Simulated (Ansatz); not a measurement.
Energy needed to pull apart CH4BN (SMILES BN=C), singlet, into free ground-state atoms, from the structure below (displaced at random from a GFN2-xTB minimum); no zero-point or spin–orbit terms; open-shell atoms are treated unrestricted, in their ground-state multiplicity.

B1  (-0.975, 0.390, -0.752)
N2  (0.015, -0.009, 0.027)
C3  (0.961, -0.346, 0.723)
H4  (-2.012, -0.208, -0.637)
H5  (-0.821, 1.250, -1.480)
H6  (1.669, -1.116, 0.435)
H7  (1.115, 0.041, 1.731)
(Å)

Computed with Ansatz 0.2.0 (basis: def2-TZVPP); correlated methods freeze the cores.

```csv
method,atomization energy (kcal/mol)
PBE-D4,655.9
BLYP-D4,646.6
r2SCAN-D4,639.0
PBE0-D4,640.6
LC-wPBE,634.9
wB97M-V,?
HF,461.4
MP2,624.5
CCSD,?
CCSD(T),615.3
```

(1) What does CCSD give? (Judge from chemistry; the value comes from the calculation.)

(2) What does wB97M-V give? (An estimate is asked for; the value comes from the calculation.)

The T1 diagnostic stays at or below 0.016.

Results:

(1) The calculation gives: 605.6 kcal/mol, which is about 9.7 kcal/mol less than CCSD(T)/def2-TZVPP.

(2) Computed: 639.7 kcal/mol, which is about 24.3 kcal/mol more than CCSD(T)/def2-TZVPP.

In triple zeta the MP2 and coupled-cluster atomization energies are still short of their basis limit by a few kcal/mol a bond, whereas those of the functionals are nearly converged, so these differences are not deviations from converged CCSD(T).

For scale, one of the runs: CCSD(T)/def2-TZVPP forces, 149 basis functions (an equivalent command: `ansatz run in.yaml --threads 4`). Hardware: 4 CPU threads, shared host. Wall time 31 s; peak host memory 1.9 GiB.
